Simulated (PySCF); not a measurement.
**Magnetisability: `Clc1pccs1`, C3H2ClPS**

Molfile (atoms numbered from 1):
```
C3H2ClPS
     RDKit          3D

  8  8  0  0  0  0  0  0  0  0999 V2000
    3.5981    0.1155   -0.0748 Cl  0  0  0  0  0  0  0  0  0  0  0  0
    1.8849    0.0038   -0.0522 C   0  0  0  0  0  0  0  0  0  0  0  0
    0.9999   -1.4545    0.1927 P   0  0  0  0  0  0  0  0  0  0  0  0
   -0.5553   -0.6174    0.0552 C   0  0  0  0  0  0  0  0  0  0  0  0
   -0.5404    0.7293   -0.1693 C   0  0  0  0  0  0  0  0  0  0  0  0
    1.0023    1.4594   -0.2933 S   0  0  0  0  0  0  0  0  0  0  0  0
   -1.5013   -1.1577    0.1468 H   0  0  0  0  0  0  0  0  0  0  0  0
   -1.4137    1.3766   -0.2751 H   0  0  0  0  0  0  0  0  0  0  0  0
  1  2  1  0
  2  3  2  0
  3  4  1  0
  4  5  2  0
  5  6  1  0
  6  2  1  0
  4  7  1  0
  5  8  1  0
M  END
```

Method used: GIAO CAM-B3LYP/pcSseg-1 magnetisability, rotational g tensor and spin-rotation constants, non-relativistic, gas phase (PySCF). Geometry: PBE0-D3(BJ)/def2-SVP.

Q: How diamagnetic is it, and how anisotropic?

A: Isotropic -1284 × 10⁻³⁰ J/T², or -77.3 × 10⁻⁶ cm³/mol; principal values -1804, -1039, -1009 × 10⁻³⁰ J/T², anisotropy 781 × 10⁻³⁰ J/T² (root of half the summed squared differences of the principal values). The susceptibility is in cgs units.

Q: Split it along the inertial axes a, b, c into diamagnetic and paramagnetic parts about the centre of mass, with the quadrupole moment.

A: 
```
axis  χ (10⁻⁶ cm³/mol)  diamagnetic (10⁻⁶ cm³/mol)  paramagnetic (10⁻⁶ cm³/mol)  summed x² of all electrons (Å²)  quadrupole Θ (D Å)
   a             -62.4                      -425.4                        363.0                            161.1               +6.48
   b             -60.9                      -735.3                        674.4                             88.1               -1.04
   c            -108.6                     -1057.3                        948.6                             12.2               -5.44
```
Anisotropies 2χaa − χbb − χcc = +44.6 and 2χbb − χaa − χcc = +49.3 × 10⁻⁶ cm³/mol. Θ is traceless in Buckingham's convention.

Q: And the rotational g tensor?

A: 
| axis | rotational constant (GHz) | g | nuclear part | electronic part |
| --- | --- | --- | --- | --- |
| a | 3.3283 | -0.0601 | 0.5074 | -0.5676 |
| b | 1.7467 | -0.0292 | 0.5242 | -0.5534 |
| c | 1.1455 | +0.0080 | 0.5185 | -0.5105 |

Asymmetric top; isotopes 12C, 35Cl, 1H, 31P, 32S; no vibrational averaging.
